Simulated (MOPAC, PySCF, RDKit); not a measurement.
Pair of molecules: CH4O (SMILES CO) (first 6 atoms) with H2O (SMILES O); geometry from S66by8 set.
(charge 0, multiplicity 1):
```xyz
9

O     -1.3080     0.4542    -0.0038
H     -0.3437     0.4217    -0.0034
C     -1.7694    -0.8812     0.0045
H     -2.8557    -0.8498     0.0036
H     -1.4474    -1.4407    -0.8770
H     -1.4485    -1.4294     0.8935
O      2.6326     0.3241    -0.0002
H      3.0718     0.7122    -0.7601
H      3.0705     0.7267     0.7529
```

Monomers are frozen at their geometry in the pair; levels with a basis set take the counterpoise correction. Rows marked so take none.

Rows in 3-21G, 6-31G* carry no dispersion term and start afresh at each structure (6-31G* with six Cartesian d functions). The state that AM1 reach isn't checked.

Programs: MOPAC for AM1 (differences of heats of formation); PySCF for 3-21G rows, 6-31G* rows; RDKit for the force fields. Values without a source in brackets are computed.

Q: One of these levels gives -98.2 meV for the interaction energy. Which?
A) AM1
B) M06-2X/6-31G* (no counterpoise)
C) MMFF94
D) HF/3-21G (no counterpoise)

A: C, MMFF94. The others give -50.3 (AM1), -150.0 (HF/3-21G (no counterpoise)), -135.6 (M06-2X/6-31G* (no counterpoise))
